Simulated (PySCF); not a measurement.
**triplet COF2 at 6 levels**

Aim: a comparison of 6 runs (UBLYP/aug-cc-pVDZ, UPBE/aug-cc-pVDZ, UPBE0/aug-cc-pVDZ, USVWN5/aug-cc-pVDZ, UTPSS/aug-cc-pVDZ, UCCSD(T)/aug-cc-pVDZ) of triplet COF2. Input form: a Python script.

Program for the calculation: PySCF 2.14.0.

2 further runs of the same task are left out: 2 set aside as unsound or not needed.

## 1. The system as given

COF2: 4 atoms, total charge 0, spin state triplet. As SMILES of the parent species, `O=C(F)F`. The coordinates come from a GFN2-xTB relaxation. That shape belongs to the parent species and isn't relaxed for this state.

Bond lengths: O1–C2 1.159 Å, C2–F3 1.317 Å, C2–F4 1.317 Å. Angles: O1–C2–F3 126.8°, O1–C2–F4 126.7°, F3–C2–F4 106.5°.

## 2. The energy at UBLYP/aug-cc-pVDZ (run 1)

calc.py reads:

```python
from pyscf import gto, dft

molecule = gto.M(
    atom=[
    ('O', (-1.243810, -0.157330, 0.153910)),
    ('C', (-0.102510, -0.013170, 0.012900)),
    ('F', (0.851050, -0.823360, 0.422470)),
    ('F', (0.495270, 0.993860, -0.589280)),
],
    basis='aug-cc-pvdz',
    charge=0,
    spin=2,
    max_memory=1860,
    verbose=3,
)

myscf = dft.UKS(molecule, xc='blyp')
myscf.grids.level = 5
myscf.conv_tol = 1e-10
myscf.kernel()
if not myscf.converged:
    myscf = myscf.newton().run(myscf.mo_coeff, myscf.mo_occ)

e_tot = myscf.e_tot
print('E = %.10f Eh' % e_tot)
```

Run with:

```console
$ OMP_NUM_THREADS=1 python calc.py
```

Log:

```text
WARN: HOMO -0.0423493673671338 >= LUMO -0.392558204454057

WARN: HOMO -0.0589225453256637 >= LUMO -0.243939128556787

WARN: HOMO -0.0673234262723499 >= LUMO -0.32750088759168

WARN: HOMO -0.0638474702518037 >= LUMO -0.316906179811924

WARN: HOMO -0.0701575273659181 >= LUMO -0.319640995901485

WARN: HOMO -0.067796660165933 >= LUMO -0.3177733622231

WARN: HOMO -0.0688378056060586 >= LUMO -0.31858494592177

WARN: HOMO -0.0687415575607861 >= LUMO -0.31847709457909

WARN: HOMO -0.0687382678218711 >= LUMO -0.318474015968665

WARN: HOMO -0.0687416758243629 >= LUMO -0.318477674134818

WARN: HOMO -0.0687400669507614 >= LUMO -0.318476355519093

WARN: HOMO -0.0687410428150308 >= LUMO -0.318479551167123

converged SCF energy = -312.781347416506  <S^2> = 2.0039558  2S+1 = 3.002636
E = -312.7813474165 Eh
```

Run time: 21 s. Hardware: 1 thread of Arm Neoverse V1, shared host; peak memory 0.46 GiB.

## 3. A single-point energy at UPBE/aug-cc-pVDZ (run 2)

input.py reads:

```python
from pyscf import gto, dft

mol = gto.M(
    atom='O -1.243810 -0.157330 0.153910; C -0.102510 -0.013170 0.012900; F 0.851050 -0.823360 0.422470; F 0.495270 0.993860 -0.589280',
    max_memory=1860,
    spin=2,
    verbose=3,
    basis='aug-cc-pvdz',
    charge=0,
)

mf = dft.UKS(mol, xc='pbe')
mf.conv_tol = 1e-10
mf.grids.level = 5
mf.kernel()
if not mf.converged:
    mf = mf.newton().run(mf.mo_coeff, mf.mo_occ)

e_tot = mf.e_tot
print('E(%s) = %.9f' % ('PBE', e_tot))
```

Run with:

```console
$ OMP_NUM_THREADS=1 python input.py
```

Log:

```text
WARN: HOMO -0.0467318061068118 >= LUMO -0.394440687237325

WARN: HOMO -0.0571583151060944 >= LUMO -0.247971763172275

WARN: HOMO -0.0678015338932418 >= LUMO -0.328455588879874

WARN: HOMO -0.0642190718955558 >= LUMO -0.319825619606071

WARN: HOMO -0.0709778301015787 >= LUMO -0.32226339473671

WARN: HOMO -0.0685611647299229 >= LUMO -0.320202349956894

WARN: HOMO -0.0695872437840599 >= LUMO -0.320982538993333

WARN: HOMO -0.069485183028184 >= LUMO -0.320855788993607

WARN: HOMO -0.0694811707862621 >= LUMO -0.32085066692665

WARN: HOMO -0.0694876135726803 >= LUMO -0.320855555109472

WARN: HOMO -0.0694858779817542 >= LUMO -0.320854131103298

WARN: HOMO -0.0694867437909883 >= LUMO -0.320856893031674

converged SCF energy = -312.508974754034  <S^2> = 2.0037572  2S+1 = 3.0025037
E(PBE) = -312.508974754
```

Run time: 21 s. Hardware: 1 thread of Arm Neoverse V1, shared host; peak memory 0.46 GiB.

## 4. The energy at UPBE0/aug-cc-pVDZ (run 3)

calc.py reads:

```python
from pyscf import gto, dft

system = gto.Mole()
system.atom = '''
O     -2.350460    -0.297311     0.290848
C     -0.193716    -0.024888     0.024377
F      1.608251    -1.555925     0.798353
F      0.935925     1.878123    -1.113578
'''
system.spin = 2
system.verbose = 3
system.charge = 0
system.basis = 'aug-cc-pvdz'
system.max_memory = 1860
system.unit = 'bohr'
system.build()

mf = dft.UKS(system, xc='pbe0')
mf.conv_tol = 1e-10
mf.grids.level = 5
mf.kernel()
if not mf.converged:
    mf = mf.newton().run(mf.mo_coeff, mf.mo_occ)

etot = mf.e_tot
print('E = %.10f Eh' % etot)
```

Run with:

```console
$ OMP_NUM_THREADS=1 python calc.py
```

Log:

```text
WARN: HOMO -0.0196944406406381 >= LUMO -0.429779307907715

WARN: HOMO -0.161499201398573 >= LUMO -0.262835907704973

WARN: HOMO -0.130733400933143 >= LUMO -0.281095080466563

WARN: HOMO -0.129855047366923 >= LUMO -0.272320721008241

WARN: HOMO -0.132033643499032 >= LUMO -0.265811112582336

WARN: HOMO -0.133966337690747 >= LUMO -0.26714218837793

WARN: HOMO -0.133247890206575 >= LUMO -0.266038914741904

WARN: HOMO -0.133489838526295 >= LUMO -0.266254146806237

WARN: HOMO -0.133466057667967 >= LUMO -0.266223723943249

WARN: HOMO -0.13346600619245 >= LUMO -0.266223002334084

WARN: HOMO -0.133466857516714 >= LUMO -0.266222467675511

WARN: HOMO -0.133467176936928 >= LUMO -0.266222558570158

WARN: HOMO -0.133466962686694 >= LUMO -0.266222759381871

converged SCF energy = -312.504008828178  <S^2> = 2.0061746  2S+1 = 3.0041136
E = -312.5040088282 Eh
```

Run time: 24 s. Hardware: 1 thread of Arm Neoverse V1, shared host; peak memory 0.46 GiB.

Runs 4 to 5 aren't shown in full; the table further down has their settings and results.

## 5. A single-point energy at UCCSD(T)/aug-cc-pVDZ (run 6)

run.py reads:

```python
from pyscf import gto, scf, cc

molecule = gto.M(
    atom='O -1.243810 -0.157330 0.153910; C -0.102510 -0.013170 0.012900; F 0.851050 -0.823360 0.422470; F 0.495270 0.993860 -0.589280',
    spin=2,
    verbose=3,
    max_memory=1860,
    basis='aug-cc-pvdz',
)

mf = scf.UHF(molecule)
mf.conv_tol = 1e-10
mf.kernel()
if not mf.converged:
    mf = mf.newton().run(mf.mo_coeff, mf.mo_occ)

mycc = cc.CCSD(mf, frozen=4)
mycc.kernel()
e_t = mycc.ccsd_t()
energy = mycc.e_tot + e_t
print('E(%s) = %.9f' % ('CCSD(T)', energy))
```

Run with:

```console
$ OMP_NUM_THREADS=1 python run.py
```

Log:

```text
WARN: HOMO 0.0543884654606046 >= LUMO -0.481961570902446

WARN: HOMO -0.169348699232482 >= LUMO -0.327227822338928

WARN: HOMO -0.139783840661617 >= LUMO -0.193510454921338

WARN: HOMO -0.138927329062188 >= LUMO -0.150668665870882

converged SCF energy = -311.33631545162  <S^2> = 2.0114205  2S+1 = 3.007604
E(UCCSD) = -312.0403970218848  E_corr = -0.7040815702645136
UCCSD(T) correction = -0.0245287016698781
E(CCSD(T)) = -312.064925724
```

Run time: 5.8 min. Hardware: 1 thread of Arm Neoverse V1, shared host; peak memory 2.6 GiB.

## 6. The series

```
run                 level  integration grid  frozen core orbitals  energy (Eh)  dipole moment (D) of the reference  HOMO energy (eV)   ⟨S²⟩  wall time
  1     UBLYP/aug-cc-pVDZ                 5                     –  -312.781347                                0.05             -1.87  2.004       21 s
  2      UPBE/aug-cc-pVDZ                 5                     –  -312.508975                                0.04             -1.89  2.004       21 s
  3     UPBE0/aug-cc-pVDZ                 5                     –  -312.504009                                0.58             -3.63  2.006       24 s
  4    USVWN5/aug-cc-pVDZ                 5                     –  -310.676666                                0.07             -1.95  2.003       16 s
  5     UTPSS/aug-cc-pVDZ                 5                     –  -312.842992                                0.19             -2.06  2.005       52 s
  6  UCCSD(T)/aug-cc-pVDZ                 –                     4  -312.064926                                0.34             -3.82  2.011    5.8 min
```

## 7. Summary of results

```
                                                         quantity          value
                                              run 6: total energy  -312.06493 Eh
                      run 6: dipole moment (Hartree–Fock density)         0.34 D
run 6: HOMO energy (Hartree–Fock orbitals) (highest over α and β)       -3.82 eV
 run 6: LUMO energy (Hartree–Fock orbitals) (lowest over α and β)       -3.79 eV
               run 6: correlation energy (4 core orbitals frozen)     -728.6 mEh
                                            run 6: (T) correction     -24.53 mEh
                         run 6: ⟨S²⟩ of the reference determinant          2.011
                                             run 6: T1 diagnostic          0.031
```

In words: Over runs 1, 2, 3, 4, 5 the dipole moment (its size) runs from 0.04 D (UPBE/aug-cc-pVDZ) to 0.58 D (UPBE0/aug-cc-pVDZ). Totals of different functionals can't be ranked against each other. All runs together took 8 min, the longest 5.8 min.
